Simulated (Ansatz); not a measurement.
## How far each method lies from UCCSDT(Q) for CHSi2, doublet

Geometry: a PBE0/def2-TZVP stationary point for this spin, not checked as a minimum.

```xyz
4

C     0.0000   -1.0333    0.0000
Si    0.0000    0.2590    1.2137
Si    0.0000    0.2590   -1.2137
H     0.0000   -2.1187    0.0000
```

Basis cc-pVDZ; Ansatz 0.2.0. Only valence electrons are correlated (noble-gas cores frozen), which leaves 13 electrons in 44 orbitals. R marks a restricted (for open shells ROHF) determinant, U an unrestricted one. Active spaces: frontier = (9e, 9o) about the gap.

Full CI isn't at hand for all of this; UCCSDT(Q) serves as the reference, and is uncertain by about the last step of the cluster series. The frozen core follows each run's orbitals, which can shift R against U totals by a few meV.

For open shells CISD is restricted-active-space CI with the open shells as a complete middle space.

```
UHF ⟨S²⟩                          : 0.800
T1 diagnostic (RCCSD)             : 0.0224
largest doubles amplitude (RCCSD) : 0.087
T1 diagnostic (UCCSD)             : 0.0237
```

```csv
level,E − E(UCCSDT(Q)) (mEh),share of correlation (%),wall time
RHF,335.37,0.00,–
UHF,329.47,1.76,–
RMP2,48.57,85.52,–
UMP2,50.77,84.86,–
CISD,55.86,83.34,16 s
RCCSD,18.80,94.39,–
UCCSD,18.57,94.46,–
RCCSD(T),2.66,99.21,22 s
UCCSD(T),2.72,99.19,29 s
BCCD(T),2.53,99.24,20 s
RCCSDT,1.56,99.53,–
UCCSDT,1.52,99.55,–
RCCSDT(Q),0.07,99.98,3.6 min
CASSCF (frontier space),239.18,28.68,–
MRCISD (frontier space),31.94,90.48,–
MRCISD+Q (frontier space),4.98,98.52,68 s
```

The correlation energy at UCCSDT(Q), counted from RHF, is -9.126 eV. That run took 3.3 min on 1 thread of Intel Xeon, shared host.

Times hold each run's SCF and search for its determinant on a shared host, so for small cases they say little of a method's own cost; they ran on 1 thread of Intel Xeon.

Atomization energy (electronic, same basis, no zero-point term; atoms at the same level, unrestricted beside the R rows where the molecule is a closed shell, with restricted open-shell steps beyond CCSDT(Q)) at UCCSDT(Q): 1191.3 kJ/mol. Errors of other levels:

```
    level  error (kJ/mol)
      RHF          -312.2
      UHF          -326.6
     RMP2            41.4
     UMP2            33.2
     CISD          -131.7
    RCCSD           -37.6
    UCCSD           -37.9
 RCCSD(T)            -3.6
 UCCSD(T)            -4.0
  BCCD(T)            -3.3
   RCCSDT            -3.7
   UCCSDT            -3.7
RCCSDT(Q)            -0.1
```

This basis is far from its limit, so the value isn't to be set against a measured one. Truncated CI isn't size-consistent, which counts against it in atomization.
